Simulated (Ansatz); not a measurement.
A calculation with Ansatz (development build ahead of 0.2.0).

```yaml
crystal:
  periodic: [false, false, false]
  atoms:
    - { symbol: B, position_ang: [-3.0e-05, 8.0e-05, 0.88082] }
    - { symbol: B, position_ang: [5.0e-05, 2.0e-05, -0.88079] }
    - { symbol: H, position_ang: [0.99333, 2.0e-05, 9.0e-05] }
    - { symbol: H, position_ang: [-0.9933, -3.0e-05, 7.0e-05] }
    - { symbol: H, position_ang: [-2.0e-05, 1.05153, 1.4668] }
    - { symbol: H, position_ang: [-9.0e-05, -1.05154, 1.46665] }
    - { symbol: H, position_ang: [-1.0e-05, 1.05151, -1.4668] }
    - { symbol: H, position_ang: [-7.0e-05, -1.05157, -1.46676] }
basis:
  gaussian: { orbitals: cc-pVDZ }
hamiltonian:
  xc: hf
correlation:
  method: mp2
  frozen_orbitals: { B: 1, H: 0 }
```

The input is written out in the form of the current development build from the run's settings.

Output:

| Quantity | Value |
| --- | --- |
| Converged | yes |
| Reference energy | -52.81549 hartree |
| Correlation energy | -0.21597 hartree |
| Total energy | -53.03146 hartree |
| Spin squared of the determinant | 0.000 |
